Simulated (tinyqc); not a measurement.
RHF in the sto-3g basis, for H2F+, spin multiplicity 1, step by step. Computed by tinyqc, a small Python program that keeps every step (integrals from PySCF). Settings: charge = 1, multiplicity = 1, basis = sto-3g, energy threshold = 1e-08, iteration cap = 58, orthogonalisation = symmetric, start = atomic densities, DIIS depth = 0, method = RHF. Command: `OMP_NUM_THREADS=1 python tinyqc.py 27756 27757 out.jsonl` (the two numbers bound the seeds that draw the settings). One thread of a shared host (Intel(R) Xeon(R) Processor @ 2.60GHz), about 0.08 s of CPU time with the checks. Later iterations appear only in the table of the cycle.

## One-electron integrals

Geometry (angstrom):
```
atom       x        y       z
F     0.0000   0.0000  0.0000
H     0.0000   0.9270  0.5750
H     0.0000  -0.9270  0.5750
```

Basis sto-3g: exponents (1/bohr^2) and contraction coefficients of normalised primitives:
```
element  l (shell)  exponent  coefficient
F            s (1)  166.6791       0.1543
F            s (1)   30.3608       0.5353
F            s (1)    8.2168       0.4446
F            s (2)    6.4648      -0.1000
F            s (2)    1.5023       0.3995
F            s (2)    0.4886       0.7001
F            p (3)    6.4648       0.1559
F            p (3)    1.5023       0.6077
F            p (3)    0.4886       0.3920
H            s (1)    3.4253       0.1543
H            s (1)    0.6239       0.5353
H            s (1)    0.1689       0.4446
```

Overlap, kinetic and nuclear-attraction integrals over the contracted functions; the nuclear repulsion is the sum of Za Zb / Rab.

nuclear repulsion = 9.017321 hartree

overlap S, lower triangle:
```
         1F 1s   1F 2s  1F 2px   1F 2py  1F 2pz   2H 1s   3H 1s
1F 1s   1.0000
1F 2s   0.2380  1.0000
1F 2px  0.0000  0.0000  1.0000
1F 2py  0.0000  0.0000  0.0000   1.0000
1F 2pz  0.0000  0.0000  0.0000   0.0000  1.0000
2H 1s   0.0326  0.3412  0.0000   0.2431  0.1508  1.0000
3H 1s   0.0326  0.3412  0.0000  -0.2431  0.1508  0.1508  1.0000
```

kinetic energy T (hartree), lower triangle:
```
          1F 1s   1F 2s  1F 2px   1F 2py  1F 2pz    2H 1s   3H 1s
1F 1s   36.9846
1F 2s   -0.2129  1.0380
1F 2px   0.0000  0.0000  3.2480
1F 2py   0.0000  0.0000  0.0000   3.2480
1F 2pz   0.0000  0.0000  0.0000   0.0000  3.2480
2H 1s   -0.0073  0.0540  0.0000   0.1332  0.0826   0.7600
3H 1s   -0.0073  0.0540  0.0000  -0.1332  0.0826  -0.0076  0.7600
```

nuclear attraction V (hartree), lower triangle:
```
           1F 1s     1F 2s    1F 2px    1F 2py    1F 2pz    2H 1s    3H 1s
1F 1s   -77.9798
1F 2s    -9.4077  -12.5095
1F 2px    0.0000    0.0000  -12.3663
1F 2py    0.0000    0.0000    0.0000  -12.4751
1F 2pz   -0.0112   -0.1384    0.0000    0.0000  -12.4082
2H 1s    -1.3224   -3.1659    0.0000   -1.9452   -1.2400  -5.7839
3H 1s    -1.3224   -3.1659    0.0000    1.9452   -1.2400  -1.0042  -5.7839
```

core Hamiltonian H = T + V (hartree), lower triangle:
```
           1F 1s     1F 2s   1F 2px   1F 2py   1F 2pz    2H 1s    3H 1s
1F 1s   -40.9952
1F 2s    -9.6206  -11.4715
1F 2px    0.0000    0.0000  -9.1183
1F 2py    0.0000    0.0000   0.0000  -9.2271
1F 2pz   -0.0112   -0.1384   0.0000   0.0000  -9.1602
2H 1s    -1.3297   -3.1119   0.0000  -1.8120  -1.1574  -5.0239
3H 1s    -1.3297   -3.1119   0.0000   1.8120  -1.1574  -1.0117  -5.0239
```

## Two-electron integrals

Functions are numbered as in S; the eight-fold symmetry (ij|kl) = (ji|kl) = (kl|ij) leaves the list below.

Two-electron integrals (ij|kl) in chemists' order, unique and non-zero (hartree):
```
(11|11) 5.4035      (21|11) 0.8419      (21|21) 0.1563      (22|11) 1.2680
(22|21) 0.2923      (22|22) 0.9262      (31|31) 0.0280      (32|31) 0.0432
(32|32) 0.2046      (33|11) 1.2645      (33|21) 0.2924      (33|22) 0.9260
(33|33) 0.9975      (41|41) 0.0280      (42|41) 0.0432      (42|42) 0.2046
(43|43) 0.0538      (44|11) 1.2645      (44|21) 0.2924      (44|22) 0.9260
(44|33) 0.8900      (44|44) 0.9975      (51|51) 0.0280      (52|51) 0.0432
(52|52) 0.2046      (53|53) 0.0538      (54|54) 0.0538      (55|11) 1.2645
(55|21) 0.2924      (55|22) 0.9260      (55|33) 0.8900      (55|44) 0.8900
(55|55) 0.9975      (61|11) 0.1169      (61|21) 0.0215      (61|22) 0.0401
(61|33) 0.0400      (61|41) 0.0007      (61|42) 0.0014      (61|44) 0.0401
(61|51) 4.64e-04    (61|52) 0.0009      (61|54) 8.64e-05    (61|55) 0.0400
(61|61) 0.0030      (62|11) 0.3061      (62|21) 0.0716      (62|22) 0.2541
(62|33) 0.2503      (62|41) 0.0041      (62|42) 0.0328      (62|44) 0.2583
(62|51) 0.0026      (62|52) 0.0204      (62|54) 0.0050      (62|55) 0.2534
(62|61) 0.0100      (62|62) 0.0869      (63|31) 0.0074      (63|32) 0.0441
(63|43) 0.0069      (63|53) 0.0042      (63|63) 0.0127      (64|11) 0.1806
(64|21) 0.0427      (64|22) 0.1625      (64|33) 0.1556      (64|41) 0.0095
(64|42) 0.0640      (64|44) 0.1742      (64|51) 0.0013      (64|52) 0.0123
(64|54) 0.0073      (64|55) 0.1575      (64|61) 0.0062      (64|62) 0.0682
(64|64) 0.0658      (65|11) 0.1120      (65|21) 0.0265      (65|22) 0.1008
(65|33) 0.0965      (65|41) 0.0013      (65|42) 0.0123      (65|44) 0.0995
(65|51) 0.0082      (65|52) 0.0518      (65|54) 0.0087      (65|55) 0.1062
(65|61) 0.0039      (65|62) 0.0423      (65|64) 0.0330      (65|65) 0.0331
(66|11) 0.4744      (66|21) 0.1127      (66|22) 0.4623      (66|33) 0.4469
(66|41) 0.0079      (66|42) 0.0889      (66|44) 0.4798      (66|51) 0.0049
(66|52) 0.0552      (66|54) 0.0204      (66|55) 0.4596      (66|61) 0.0159
(66|62) 0.2062      (66|64) 0.1882      (66|65) 0.1167      (66|66) 0.7746
(71|11) 0.1169      (71|21) 0.0215      (71|22) 0.0401      (71|33) 0.0400
(71|41) -0.0007     (71|42) -0.0014     (71|44) 0.0401      (71|51) 4.64e-04
(71|52) 0.0009      (71|54) -8.64e-05   (71|55) 0.0400      (71|61) 0.0030
(71|62) 0.0097      (71|64) 0.0056      (71|65) 0.0037      (71|66) 0.0153
(71|71) 0.0030      (72|11) 0.3061      (72|21) 0.0716      (72|22) 0.2541
(72|33) 0.2503      (72|41) -0.0041     (72|42) -0.0328     (72|44) 0.2583
(72|51) 0.0026      (72|52) 0.0204      (72|54) -0.0050     (72|55) 0.2534
(72|61) 0.0097      (72|62) 0.0697      (72|64) 0.0379      (72|65) 0.0329
(72|66) 0.1331      (72|71) 0.0100      (72|72) 0.0869      (73|31) 0.0074
(73|32) 0.0441      (73|43) -0.0069     (73|53) 0.0042      (73|63) 0.0098
(73|73) 0.0127      (74|11) -0.1806     (74|21) -0.0427     (74|22) -0.1625
(74|33) -0.1556     (74|41) 0.0095      (74|42) 0.0640      (74|44) -0.1742
(74|51) -0.0013     (74|52) -0.0123     (74|54) 0.0073      (74|55) -0.1575
(74|61) -0.0056     (74|62) -0.0379     (74|64) -0.0112     (74|65) -0.0175
(74|66) -0.0664     (74|71) -0.0062     (74|72) -0.0682     (74|74) 0.0658
(75|11) 0.1120      (75|21) 0.0265      (75|22) 0.1008      (75|33) 0.0965
(75|41) -0.0013     (75|42) -0.0123     (75|44) 0.0995      (75|51) 0.0082
(75|52) 0.0518      (75|54) -0.0087     (75|55) 0.1062      (75|61) 0.0037
(75|62) 0.0329      (75|64) 0.0175      (75|65) 0.0251      (75|66) 0.0690
(75|71) 0.0039      (75|72) 0.0423      (75|74) -0.0330     (75|75) 0.0331
(76|11) 0.0920      (76|21) 0.0217      (76|22) 0.0844      (76|33) 0.0829
(76|44) 0.0846      (76|51) 0.0012      (76|52) 0.0119      (76|55) 0.0857
(76|61) 0.0030      (76|62) 0.0288      (76|64) 0.0198      (76|65) 0.0160
(76|66) 0.0734      (76|71) 0.0030      (76|72) 0.0288      (76|74) -0.0198
(76|75) 0.0160      (76|76) 0.0120      (77|11) 0.4744      (77|21) 0.1127
(77|22) 0.4623      (77|33) 0.4469      (77|41) -0.0079     (77|42) -0.0889
(77|44) 0.4798      (77|51) 0.0049      (77|52) 0.0552      (77|54) -0.0204
(77|55) 0.4596      (77|61) 0.0153      (77|62) 0.1331      (77|64) 0.0664
(77|65) 0.0690      (77|66) 0.2838      (77|71) 0.0159      (77|72) 0.2062
(77|74) -0.1882     (77|75) 0.1167      (77|76) 0.0734      (77|77) 0.7746
```

## Orthogonalisation

S = U s U^T; symmetric (Loewdin) form X = U s^(-1/2) U^T, so that X^T S X = 1.

eigenvalues of S: 0.5025  0.5726  0.9061  1.0000  1.0838  1.2766  1.6584

X, lower triangle:
```
          1F 1s    1F 2s  1F 2px   1F 2py   1F 2pz    2H 1s   3H 1s
1F 1s    1.0235
1F 2s   -0.1342   1.1219
1F 2px   0.0000   0.0000  1.0000
1F 2py   0.0000   0.0000  0.0000   1.0565
1F 2pz  -0.0046   0.0431  0.0000   0.0000   1.0186
2H 1s    0.0165  -0.1863  0.0000  -0.1507  -0.0807   1.0921
3H 1s    0.0165  -0.1863  0.0000   0.1507  -0.0807  -0.0579  1.0921
```

## Starting guess

The start is atomic minimal-basis densities projected into this basis (PySCF's MINAO start) and scaled to the electron count of each spin; this density is not idempotent, so its energy is not variational and may lie below the converged one.

D at the start, lower triangle:
```
          1F 1s    1F 2s  1F 2px   1F 2py  1F 2pz   2H 1s   3H 1s
1F 1s    1.9551
1F 2s   -0.4544   1.9193
1F 2px   0.0000   0.0000  1.4845
1F 2py   0.0000   0.0000  0.0000   1.3356
1F 2pz   0.0118  -0.0651  0.0000   0.0000  1.4356
2H 1s   -0.0122   0.0394  0.0000   0.1483  0.0717  0.9169
3H 1s   -0.0122   0.0394  0.0000  -0.1483  0.0717  0.0426  0.9169
```

## Iteration 1: building the Fock matrix

J_ij = sum D_kl (ij|kl), K_ij = sum D_kl (ik|jl); F = H + J - 0.5 K; E = tr D H + tr D J / 2 - 0.25 tr D K + E_nn.

Coulomb J (hartree), lower triangle:
```
          1F 1s   1F 2s  1F 2px   1F 2py  1F 2pz   2H 1s   3H 1s
1F 1s   18.6737
1F 2s    3.5612  8.9499
1F 2px   0.0000  0.0000  8.9148
1F 2py   0.0000  0.0000  0.0000   8.9725
1F 2pz   0.0077  0.1019  0.0000   0.0000  8.9374
2H 1s    0.4911  2.4666  0.0000   1.5874  1.0111  4.7741
3H 1s    0.4911  2.4666  0.0000  -1.5874  1.0111  0.8361  4.7741
```

exchange K (hartree), lower triangle:
```
          1F 1s   1F 2s  1F 2px   1F 2py  1F 2pz   2H 1s   3H 1s
1F 1s   10.2224
1F 2s    1.7657  2.9153
1F 2px   0.0000  0.0000  2.0740
1F 2py   0.0000  0.0000  0.0000   2.1322
1F 2pz   0.0076  0.0685  0.0000   0.0000  2.0981
2H 1s    0.2714  0.9728  0.0000   0.5457  0.3669  1.1270
3H 1s    0.2714  0.9728  0.0000  -0.5457  0.3669  0.3201  1.1270
```

Fock matrix F (hartree), lower triangle:
```
           1F 1s    1F 2s   1F 2px   1F 2py   1F 2pz    2H 1s    3H 1s
1F 1s   -27.4326
1F 2s    -6.9422  -3.9793
1F 2px    0.0000   0.0000  -1.2405
1F 2py    0.0000   0.0000   0.0000  -1.3207
1F 2pz   -0.0073  -0.0708   0.0000   0.0000  -1.2718
2H 1s    -0.9743  -1.1317   0.0000  -0.4975  -0.3297  -0.8133
3H 1s    -0.9743  -1.1317   0.0000   0.4975  -0.3297  -0.3357  -0.8133
```

total energy of this density = -93.968176 hartree

This density is the starting one; it is not idempotent, so its energy is not variational and may lie below the converged one.

## Iteration 1: diagonalisation and new density

Diagonalise F' = X^T F X, C = X C', fill 5 alpha and 5 beta electrons from the bottom; D = 2 C_occ C_occ^T. Each column has its largest component positive (the first on a tie).

F' = X^T F X (hartree), lower triangle:
```
          1        2        3        4        5        6        7
1  -26.9591
2   -3.4462  -2.6421
3    0.0000   0.0000  -1.2405
4    0.0000   0.0000   0.0000  -1.1791
5   -0.0225   0.0244   0.0000   0.0000  -1.2231
6   -0.1097  -0.4521   0.0000  -0.3340  -0.1917  -0.4433
7   -0.1097  -0.4521   0.0000   0.3340  -0.1917  -0.0966  -0.4433
```

orbital energies (hartree): MO1 -27.4403, MO2 -2.3710, MO3 -1.3925, MO4 -1.2932, MO5 -1.2405, MO6 -0.2598, MO7 -0.1334

coefficients C:
```
            MO1      MO2      MO3      MO4     MO5      MO6      MO7
1F 1s    0.9954  -0.2545   0.0000   0.0353  0.0000   0.0964   0.0000
1F 2s    0.0195   0.9844   0.0000  -0.1737  0.0000  -0.5903   0.0000
1F 2px   0.0000   0.0000   0.0000   0.0000  1.0000   0.0000   0.0000
1F 2py   0.0000   0.0000   0.8751   0.0000  0.0000   0.0000  -0.6292
1F 2pz   0.0012   0.0589   0.0000   0.9475  0.0000  -0.3887   0.0000
2H 1s   -0.0028   0.0556   0.1974   0.1198  0.0000   0.7476   0.8031
3H 1s   -0.0028   0.0556  -0.1974   0.1198  0.0000   0.7476  -0.8031
```

D after iteration 1, lower triangle:
```
          1F 1s    1F 2s  1F 2px   1F 2py  1F 2pz    2H 1s   3H 1s
1F 1s    2.1137
1F 2s   -0.4746   1.9992
1F 2px   0.0000   0.0000  2.0000
1F 2py   0.0000   0.0000  0.0000   1.5317
1F 2pz   0.0392  -0.2132  0.0000   0.0000  1.8026
2H 1s   -0.0255   0.0678  0.0000   0.3455  0.2336   0.1128
3H 1s   -0.0255   0.0678  0.0000  -0.3455  0.2336  -0.0430  0.1128
```

## Iteration 2: building the Fock matrix

As before.

Coulomb J (hartree), lower triangle:
```
          1F 1s    1F 2s  1F 2px   1F 2py  1F 2pz   2H 1s   3H 1s
1F 1s   20.4269
1F 2s    3.9000   9.6742
1F 2px   0.0000   0.0000  9.6716
1F 2py   0.0000   0.0000  0.0000   9.6591
1F 2pz  -0.0050  -0.0016  0.0000   0.0000  9.6654
2H 1s    0.5374   2.5962  0.0000   1.6402  1.0200  4.6742
3H 1s    0.5374   2.5962  0.0000  -1.6402  1.0200  0.8528  4.6742
```

exchange K (hartree), lower triangle:
```
          1F 1s    1F 2s  1F 2px   1F 2py  1F 2pz   2H 1s   3H 1s
1F 1s   11.0799
1F 2s    1.9236   3.1354
1F 2px   0.0000   0.0000  2.6282
1F 2py   0.0000   0.0000  0.0000   2.4392
1F 2pz   0.0011  -0.0517  0.0000   0.0000  2.5450
2H 1s    0.2805   0.8930  0.0000   0.5575  0.3619  0.6305
3H 1s    0.2805   0.8930  0.0000  -0.5575  0.3619  0.2028  0.6305
```

Fock matrix F (hartree), lower triangle:
```
           1F 1s    1F 2s   1F 2px   1F 2py   1F 2pz    2H 1s    3H 1s
1F 1s   -26.1082
1F 2s    -6.6823  -3.3650
1F 2px    0.0000   0.0000  -0.7608
1F 2py    0.0000   0.0000   0.0000  -0.7876
1F 2pz   -0.0168  -0.1141   0.0000   0.0000  -0.7673
2H 1s    -0.9325  -0.9622   0.0000  -0.4506  -0.3184  -0.6649
3H 1s    -0.9325  -0.9622   0.0000   0.4506  -0.3184  -0.2603  -0.6649
```

total energy of this density = -98.714697 hartree

## Iteration 2: diagonalisation and new density

As before.

F' = X^T F X (hartree), lower triangle:
```
          1        2        3        4        5        6        7
1  -25.6305
2   -3.4202  -2.0487
3    0.0000   0.0000  -0.7608
4    0.0000   0.0000   0.0000  -0.6105
5   -0.0302  -0.0043   0.0000   0.0000  -0.7054
6   -0.0981  -0.4096   0.0000  -0.3724  -0.2238  -0.3231
7   -0.0981  -0.4096   0.0000   0.3724  -0.2238  -0.0647  -0.3231
```

orbital energies (hartree): MO1 -26.1184, MO2 -1.7956, MO3 -0.9898, MO4 -0.8228, MO5 -0.7608, MO6 -0.0356, MO7 0.1209

coefficients C:
```
            MO1      MO2      MO3      MO4     MO5      MO6      MO7
1F 1s    0.9946  -0.2487   0.0000   0.0695  0.0000   0.1015   0.0000
1F 2s    0.0230   0.9381   0.0000  -0.3347  0.0000  -0.5961   0.0000
1F 2px   0.0000   0.0000   0.0000   0.0000  1.0000   0.0000   0.0000
1F 2py   0.0000   0.0000   0.7328   0.0000  0.0000   0.0000   0.7904
1F 2pz   0.0018   0.1095   0.0000   0.8746  0.0000  -0.5249   0.0000
2H 1s   -0.0038   0.1015   0.3529   0.2203  0.0000   0.7194  -0.7479
3H 1s   -0.0038   0.1015  -0.3529   0.2203  0.0000   0.7194   0.7479
```

D after iteration 2, lower triangle:
```
          1F 1s    1F 2s  1F 2px   1F 2py  1F 2pz    2H 1s   3H 1s
1F 1s    2.1117
1F 2s   -0.4674   1.9853
1F 2px   0.0000   0.0000  2.0000
1F 2py   0.0000   0.0000  0.0000   1.0739
1F 2pz   0.0708  -0.3800  0.0000   0.0000  1.5539
2H 1s   -0.0274   0.0429  0.0000   0.5172  0.4075   0.3668
3H 1s   -0.0274   0.0429  0.0000  -0.5172  0.4075  -0.1314  0.3668
```

## Iteration 9 (converged): orbitals

converged F (hartree), lower triangle:
```
           1F 1s    1F 2s   1F 2px   1F 2py   1F 2pz    2H 1s    3H 1s
1F 1s   -26.5647
1F 2s    -6.7753  -3.5795
1F 2px    0.0000   0.0000  -0.9994
1F 2py    0.0000   0.0000   0.0000  -0.9095
1F 2pz   -0.0205  -0.0868   0.0000   0.0000  -0.9478
2H 1s    -0.9449  -1.0144   0.0000  -0.4950  -0.3544  -0.7358
3H 1s    -0.9449  -1.0144   0.0000   0.4950  -0.3544  -0.2668  -0.7358
```

As before.

F' = X^T F X (hartree), lower triangle:
```
          1        2        3        4        5        6        7
1  -26.0874
2   -3.4334  -2.2584
3    0.0000   0.0000  -0.9994
4    0.0000   0.0000   0.0000  -0.7213
5   -0.0378   0.0316   0.0000   0.0000  -0.8791
6   -0.0994  -0.4201   0.0000  -0.3978  -0.2485  -0.3762
7   -0.0994  -0.4201   0.0000   0.3978  -0.2485  -0.0577  -0.3762
```

orbital energies (hartree): MO1 -26.5742, MO2 -1.9893, MO3 -1.1174, MO4 -1.0186, MO5 -0.9994, MO6 -0.0767, MO7 0.0776

coefficients C:
```
            MO1      MO2      MO3      MO4     MO5      MO6      MO7
1F 1s    0.9948  -0.2520   0.0000   0.0584  0.0000   0.0980   0.0000
1F 2s    0.0220   0.9597   0.0000  -0.2912  0.0000  -0.5846   0.0000
1F 2px   0.0000   0.0000   0.0000   0.0000  1.0000   0.0000   0.0000
1F 2py   0.0000   0.0000   0.7411   0.0000  0.0000   0.0000   0.7826
1F 2pz   0.0019   0.0835   0.0000   0.8842  0.0000  -0.5134   0.0000
2H 1s   -0.0036   0.0816   0.3450   0.2157  0.0000   0.7233  -0.7517
3H 1s   -0.0036   0.0816  -0.3450   0.2157  0.0000   0.7233   0.7517
```

D after iteration 9, lower triangle:
```
          1F 1s    1F 2s  1F 2px   1F 2py  1F 2pz    2H 1s   3H 1s
1F 1s    2.1131
1F 2s   -0.4738   2.0126
1F 2px   0.0000   0.0000  2.0000
1F 2py   0.0000   0.0000  0.0000   1.0986
1F 2pz   0.0649  -0.3545  0.0000   0.0000  1.5776
2H 1s   -0.0231   0.0309  0.0000   0.5113  0.3951   0.3444
3H 1s   -0.0231   0.0309  0.0000  -0.5113  0.3951  -0.1316  0.3444
```

## Convergence

Stop when the energy changes by less than 1e-08 hartree and every element of the error matrix X^T (F D S - S D F) X is below 3e-05.

Course of the cycle:
```
iteration  E (hartree)     change  largest element of the error matrix
1           -93.968176          -                             9.56e-01
2           -98.714697  -4.75e+00                             3.06e-01
3           -98.837269  -1.23e-01                             3.32e-02
4           -98.838755  -1.49e-03                             6.01e-03
5           -98.838793  -3.77e-05                             1.17e-03
6           -98.838794  -1.37e-06                             2.43e-04
7           -98.838794  -8.93e-08                             6.84e-05
8           -98.838794  -1.10e-08                             2.69e-05
9           -98.838794  -2.02e-09                             1.30e-05
```

PySCF RHF in the same basis = -98.838794 hartree

Converged in 9 iterations.

## Populations, bond orders and dipole

Mulliken: Z minus the diagonal of D S on the atom; Loewdin: the same with S^(1/2) D S^(1/2); Mayer order: 2 sum_s sum (D(s) S)_ij (D(s) S)_ji over the two atoms.

Charges (e):
```
atom  Mulliken  Loewdin
1F      0.0364   0.1530
2H      0.4818   0.4235
3H      0.4818   0.4235
```

Mayer bond orders:
```
pair   order
2-1   0.7497
3-1   0.7497
3-2   0.0181
```

dipole moment about the origin, x y z (debye): 0.0000  0.0000  3.0688
